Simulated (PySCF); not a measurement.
```xyz
3
charge 0 multiplicity 1, angstrom
Si    0.0000    0.0000    0.0000
O     0.0000    0.0000    1.5273
O     0.0000    0.0000   -1.5273
```

Computed with PySCF, PBE, basis Si def2-TZVP, O def2-TZVP (no relativity, density fitting).

This geometry of SiO₂ is a stationary point at this level.

(1) What is the point group?

(2) Is it a minimum?

(3) Which band is strongest in the infrared?

(4) What are the dipole moment and the gap between the highest occupied and lowest empty levels?

Results:

(1) D∞h.

(2) Yes: all harmonic wavenumbers are real.

(3) 274 cm⁻¹ (πu), 122 km/mol.

(4) 0.00 D and 3.83 eV.
